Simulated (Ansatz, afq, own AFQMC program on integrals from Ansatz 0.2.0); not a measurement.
Two steps: Ansatz 0.2.0 writes the Fock matrix and Cholesky factors of the valence space, and afq projects on them the lowest state that overlaps trial and start.

```yaml
crystal:
  periodic: [false, false, false]
  atoms:
    - {symbol: Ge, position_ang: [-0.001772, 0.000000, 1.075882]}
    - {symbol: Ge, position_ang: [-0.001231, 0.000000, -1.141858]}
    - {symbol: H, position_ang: [1.336707, -0.000012, 1.415048]}
    - {symbol: H, position_ang: [-0.560125, 1.107943, 1.669862]}
    - {symbol: H, position_ang: [-0.560145, -1.107931, 1.669863]}
basis:
  gaussian: {orbitals: cc-pVDZ}
magnetization: {spin_polarized: true, initial_magnetization: 1}
correlation: {method: ccsd_t, electrons: outside_noble_gas, hamiltonian_folder: ham}
```

```sh
$ ansatz run in.yaml --threads 1 --pin off --events-out ev --progress --plain --max-ram 1382MiB
```

afq runs on the folder ham with

```
--method phaseless --trial cisd --walkers 60 --populations 1 --least-time 40 --time-step 0.005 --steps-per-block 50 --equilibration-blocks 28 --max-blocks 300 --target-error 0.0004 --factor-cut 1e-05 --start spin_pure --seed 5682 --release-times 0.24,0.51,0.99,1.62,2.4 --release-step 0.03 --release-every 4 --taylor-order 6
```

Times are imaginary, in 1/Eh. The walk had a cap of 1706 s. Filled inner d shells are frozen with the cores.

Output of the walk:

```
orbitals 41  electrons 6 5  factors 349 of 784
reference energy -4152.31594005 Eh
CCSD correlation -0.19310049 Eh in 17 cycles, weight of the determinant in the CISD state 0.8326
energy of the start -4152.499576 Eh
 block  time / (1/Eh)  mean weight  energy / Eh
     1     0.250  1.0018  -4152.500792
     2     0.500  1.0006  -4152.503042
     3     0.750  1.0010  -4152.505523
     4     1.000  1.0020  -4152.507429
     5     1.250  1.0011  -4152.508799
     7     1.750  0.9990  -4152.513510
     9     2.250  0.9987  -4152.512908
    13     3.250  1.0015  -4152.513929
    21     5.250  1.0007  -4152.514913
    29     7.250  0.9990  -4152.507659
    37     9.250  0.9995  -4152.513918
    45    11.250  1.0002  -4152.513710
    53    13.250  1.0015  -4152.513156
    61    15.250  0.9992  -4152.515498
    69    17.250  1.0000  -4152.516090
    77    19.250  0.9998  -4152.514548
    85    21.250  1.0008  -4152.514995
    93    23.250  1.0013  -4152.517355
   101    25.250  0.9994  -4152.514041
   109    27.250  0.9992  -4152.519845
   117    29.250  0.9999  -4152.517052
   125    31.250  0.9987  -4152.516352
   133    33.250  0.9981  -4152.514349
   141    35.250  0.9998  -4152.510932
   149    37.250  0.9994  -4152.516364
   157    39.250  1.0003  -4152.517764
   165    41.250  0.9989  -4152.512682
   173    43.250  1.0003  -4152.512132
   181    45.250  0.9994  -4152.514449
   185    46.250  0.9994  -4152.511046
blocks merged  error / Eh  count
     1  0.000214  160
     2  0.000268  80
     4  0.000294  40
     8  0.000345  20
    16  0.000425  10
released: time / (1/Eh)  energy / Eh  error  mean overlap
  0.24  -4152.513951  0.000348  0.9932
  0.51  -4152.514125  0.000377  0.9969
  0.99  -4152.514597  0.000326  0.9959
  1.62  -4152.514111  0.000476  1.0190
  2.40  -4152.514689  0.000615  1.0315
energy -4152.513588 +/- 0.000345 Eh
(rows thinned)
```

The run passed its tests (sampling time, drift between the halves within three errors, error under three times the target), which doesn't prove that it has relaxed.

Against this walk (error 9.4 meV) on the same determinant: CCSD(T) 0.3 meV lower (within the noise). The error is statistical and leaves out the bias of the constraint. The determinant has ⟨S²⟩ = 0.90, so the low cluster orders mix in higher spin (the high orders can go on to a lower state of that spin), while the walk starts as a pure doublet. None of these is a sure reference here. Released to 2.40 1/Eh the energy moves by -30 ± 19 meV (both errors), within twice the noise.

Cautions: constraint bias not in the error; no relativity below Rb; no spin-orbit coupling; inner d shell frozen; higher spins were not checked; the search met a lower determinant of the same kind, perhaps of another symmetry (10 meV lower); strong correlation (T1 0.051, weight of the determinant 0.83, largest double 0.08); unrestricted determinant spin contaminated (⟨S²⟩ 0.90 against 0.75); the bias of populations of 60 walkers isn't removed.

The walk took 3.3 min on 1 thread of AMD EPYC 9R45 96-Core Processor (Zen 5), with other jobs on the host. The log's last line is the phaseless energy.

A walk keeps the symmetry of its determinant, which the program's search chose and which needn't be the lowest solution, so a lower state of the same spin and another symmetry isn't excluded.
